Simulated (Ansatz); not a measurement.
This was printed by a script on Ansatz 0.2.0 through its Python package, for a ladder of methods at one geometry of C₃H₇FS, SMILES CCC(F)S. What did the script look like? Settings (for the species named): Hartree-Fock, cc-pVDZ basis, multiplicity 1. The script varies functional: hf, b3lyp, blyp, r2scan.

```console
$ python methods_c3h7fs.py
functional    E (Ha)        dipole (D)   HOMO (eV)  LUMO (eV)
hf            -614.650568     1.954     -10.144      3.982
b3lyp         -616.585577     1.617      -6.824      0.200
blyp          -616.472341     1.483      -5.587     -0.401
r2scan        -616.427967     1.712      -6.117     -0.264
```

One script that gives this output:

The script, `methods_c3h7fs.py`:
```python
from pathlib import Path

import ansatz
import numpy as np
from rdkit import Chem
from rdkit.Chem import AllChem

rd = Chem.AddHs(Chem.MolFromSmiles('CCC(F)S'))
AllChem.EmbedMolecule(rd, randomSeed=777)
AllChem.UFFOptimizeMolecule(rd)
molecule = ansatz.Crystal.molecule()
for atom, xyz in zip(rd.GetAtoms(), rd.GetConformer().GetPositions()):
    molecule = molecule.atom(atom.GetSymbol(), xyz.round(5).tolist())

calculation = molecule.calculation().basis(gaussian='cc-pVDZ')

print('functional    E (Ha)        dipole (D)   HOMO (eV)  LUMO (eV)')
for name in ['hf', 'b3lyp', 'blyp', 'r2scan']:
    report = calculation.functional(name).forces().orbitals().run(runs_dir='runs').report
    lines = Path(report['orbitals_path']).read_text().splitlines()
    field_of = lambda key: [line.split('=')[1].strip() for line in lines if line.startswith(key)]
    orbitals = [(27.211386 * float(e), s, float(n)) for e, s, n in zip(field_of('Ene='), field_of('Spin='), field_of('Occup='))]
    homo = max(e for e, _, n in orbitals if n > 0.5)
    lumo = min(e for e, _, n in orbitals if n < 0.5)
    dipole = 4.803205 * np.linalg.norm(report['charge_distribution']['dipole_moment_e_ang'])
    print(f'{name:10s} {report["free_energy_ev"] / 27.211386246:14.6f} {dipole:9.3f} {homo:11.3f} {lumo:10.3f}')
```

Caveats:
- Total energies depend on the basis set; only differences at equal settings carry meaning.
- The geometry is a force-field or estimated start, not a minimum of this method, and the basis set is short of its limit. A lower total doesn't mark the better method: functionals have no common bound, and MP2 and coupled cluster aren't variational.
- b3lyp holds the VWN-RPA fit, as in Gaussian; the form of ORCA and Turbomole is b3lyp5.
- Levels such as HOMO and LUMO are orbital energies: with these approximate functionals they aren't the ionisation energy and electron affinity, and their gap isn't the fundamental gap.
- For Al to Cl the sets with a tight d function, cc-pV(X+d)Z, are usual.
- Finished in 21 s on 1 thread of Arm Neoverse V2, on a shared host, peak memory 0.34 GiB.
